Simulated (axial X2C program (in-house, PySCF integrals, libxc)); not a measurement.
## Which molecule gave these maps?

PBE0 fields computed with an axial X2C code built on PySCF integrals, non-relativistic (speed of light × 100, a model and not the real molecule), near the equilibrium distance, one atom at z = 0.

The maps cover the half plane through the axis: z from -2.4 to 4.2 Å along the bond, ρ from 0.15 to 2.25 Å away from it.

log10 of the density in e/bohr³:

```
 ρ\z  -2.4  -1.8  -1.2  -0.6   0.0   0.6   1.2   1.8   2.4   3.0   3.6   4.2
0.15  -2.7  -2.1  -1.6  -0.9   1.0  -0.9  -1.1  -0.5  -0.7  -1.4  -2.1  -2.8
0.45  -2.7  -2.2  -1.7  -1.3  -0.2  -1.2  -1.2  -1.0  -1.1  -1.5  -2.1  -2.8
0.75  -2.8  -2.3  -1.8  -1.5  -1.3  -1.5  -1.4  -1.3  -1.3  -1.7  -2.3  -2.9
1.05  -2.9  -2.4  -2.0  -1.7  -1.7  -1.7  -1.7  -1.6  -1.6  -2.0  -2.5  -3.0
1.35  -3.1  -2.6  -2.2  -1.9  -1.9  -2.0  -2.0  -1.9  -2.0  -2.3  -2.7  -3.2
1.65  -3.2  -2.8  -2.4  -2.2  -2.2  -2.2  -2.2  -2.2  -2.3  -2.6  -2.9  -3.4
1.95  -3.4  -3.0  -2.7  -2.5  -2.5  -2.5  -2.5  -2.6  -2.7  -2.9  -3.2  -3.6
2.25  -3.6  -3.2  -3.0  -2.8  -2.7  -2.8  -2.8  -2.9  -3.0  -3.2  -3.4  -3.8
```

Electron localisation function (collinear form, no current term, damped to 0 at low density):

```
 ρ\z  -2.4  -1.8  -1.2  -0.6   0.0   0.6   1.2   1.8   2.4   3.0   3.6   4.2
0.15  0.93  0.98  0.96  0.13  0.37  0.11  0.91  0.14  0.09  0.96  0.93  0.71
0.45  0.91  0.98  0.97  0.07  0.74  0.06  0.89  0.25  0.36  0.95  0.91  0.67
0.75  0.88  0.97  0.98  0.42  0.06  0.28  0.84  0.79  0.84  0.92  0.87  0.58
1.05  0.81  0.95  0.97  0.90  0.44  0.56  0.76  0.79  0.83  0.87  0.79  0.44
1.35  0.66  0.92  0.95  0.93  0.74  0.58  0.65  0.71  0.75  0.77  0.64  0.28
1.65  0.44  0.83  0.90  0.87  0.71  0.53  0.53  0.59  0.62  0.61  0.44  0.14
1.95  0.21  0.64  0.79  0.76  0.61  0.45  0.42  0.46  0.46  0.41  0.24  0.06
2.25  0.07  0.35  0.58  0.58  0.47  0.36  0.32  0.33  0.30  0.23  0.10  0.02
```

Axial spin density in 10⁻³ e/bohr³:

```
 ρ\z  -2.4  -1.8  -1.2  -0.6   0.0   0.6   1.2   1.8   2.4   3.0  3.6  4.2
0.15   0.6   1.6   2.9   0.6  44.6   6.0  23.1  42.0  62.2  27.5  5.8  1.2
0.45   0.6   1.4   2.7   1.8  -0.3   9.3  20.3  29.7  44.9  20.5  4.9  1.1
0.75   0.5   1.2   2.4   2.8   3.6  10.5  15.5  20.0  24.1  12.3  3.5  0.9
1.05   0.4   1.0   1.9   2.9   4.9   8.6  10.5  11.8  11.8   6.6  2.2  0.7
1.35   0.3   0.7   1.4   2.4   3.9   5.8   6.5   6.5   5.7   3.4  1.3  0.5
1.65   0.2   0.5   1.0   1.7   2.6   3.5   3.8   3.5   2.9   1.8  0.8  0.3
1.95   0.2   0.3   0.7   1.1   1.6   2.1   2.1   1.9   1.5   0.9  0.5  0.2
2.25   0.1   0.2   0.4   0.7   1.0   1.2   1.2   1.1   0.8   0.5  0.3  0.1
```

Task: Which molecule is it?
A. MgS
B. PbAs
C. AlB⁻
D. SbB

Result: C. AlB⁻, with Al at z = 0 and B at z = 2.079 Å, state M_S = 3/2, Λ = 0 (beyond evenly filled blocks: σα, π+α, π-α), basis Al dyall-av3z [9s8p3d2f], B dyall-av3z [8s7p3d2f] (cores contracted in-house). The state is a single determinant with fixed occupations, the lowest that a limited PBE0 search found. Other states lie close and PBE0, whose exact exchange favours high spin, may order them wrongly; the determinant shown need not be the ground state. The nearest other spin-free determinant of the search, M_S = 1/2, Λ = 0, lies 0.25 eV up at the distance of the search. The highest occupied level of some functionals is positive through self-interaction error; at Hartree–Fock it is bound.
